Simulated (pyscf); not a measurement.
Thermochemistry of product channels of H₂N–SiH(Cl)–Cl (SMILES N[SiH](Cl)Cl) on the singlet surface, in kJ/mol, from ωB97M-D3(BJ)/def2-TZVP energies (ideal gas, 1 atm, RRHO with modes under 100 cm⁻¹ raised to 100, one conformer, R ln 2 for chiral ones without a mode under 150 cm⁻¹). Single points on ωB97X-D3(BJ)/def2-SVP structures (PySCF, gas phase).

```tsv
products	ΔE	ΔH(298 K)	ΔG(298 K)	ΔG(900 K)
H₂N–Si:–Cl (SMILES N[Si]Cl) [singlet] + HCl (SMILES Cl)	+218.3	+212.3	+170.8	+88.6
HN=Si(Cl)–Cl (SMILES N=[Si](Cl)Cl) + H₂ (SMILES [H][H])	+265.9	+244.3	+210.1	+137.8
HN=SiH–Cl (SMILES N=[SiH]Cl) + HCl (SMILES Cl)	+328.6	+313.1	+271.9	+189.6
```

These are energies of the channels, which say nothing of barriers.
